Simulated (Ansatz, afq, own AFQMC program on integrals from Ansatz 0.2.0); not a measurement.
## Where AFQMC and coupled cluster stand for SiH$_{2}$, triplet

```yaml
atoms:
  - { symbol: H, position_ang: [0.0000, 0.0000, -1.2487] }
  - { symbol: H, position_ang: [0.0000, 0.0000, -0.2587] }
  - { symbol: Si, position_ang: [0.0000, 0.0000, 1.5073] }
```

Basis cc-pVTZ. Only valence electrons are correlated. AFQMC by an in-house program on the Cholesky factors that Ansatz 0.2.0 writes for its CCSD(T) run. ph-AFQMC/CISD is guided by a CISD state made of CCSD amplitudes; releasing the constraint for a short imaginary time cuts its bias at the price of noise, slowly where states lie close. Error bars are statistical, one sigma.

Determinant: UHF, the one that the program's search chose, which needn't be the lowest solution. The geometry is a point of a scan.

No full CI on the walks' own integrals is used here; CCSDT(Q) serves as the reference and is uncertain by about the last step of the cluster series.

Cautions: lower spins were not checked.

- T1 diagnostic: 0.0166
- weight of the determinant in the CISD state: 0.902
- ⟨S²⟩ of the determinant: 2.030
- size of the correlated space: 6 electrons in 57 orbitals

```tsv
level	correlation energy (eV)
MP2	-2.7098
CCSD	-3.4437
CCSD(T)	-3.5590
```

Task: Estimate where AFQMC with the constraint released lies against CCSD(T) on the same integrals.

Result: 32.4 ± 1.8 meV below CCSD(T).

Reference: CCSDT(Q), correlation energy -3.592 eV. The released energy is read at 2.40 1/Eh (meV from the phaseless value at times in 1/Eh: -3.0 ± 2.1 at 0.24, -5.4 ± 2.1 at 0.51, -11.4 ± 1.6 at 0.99, -13.8 ± 1.5 at 1.62, -14.1 ± 1.8 at 2.40).

| level | E − E(reference) (meV) | share of correlation (%) |
| --- | --- | --- |
| CCSD(T) | 32.8 | 99.09 |
| CCSDT | 4.1 | 99.88 |
| ph-AFQMC/HF | 111.7 ± 19.3 | 96.89 |
| ph-AFQMC/CISD | 14.5 ± 2.1 | 99.60 |
| released AFQMC | 0.4 ± 1.8 | 99.99 |

A walk keeps the symmetry of its determinant, which the program's search chose and which needn't be the lowest solution, so a lower state of the same spin and another symmetry isn't excluded. Released energies are given only where the last usable release times agree within the noise; a slower fall can still hide under it.
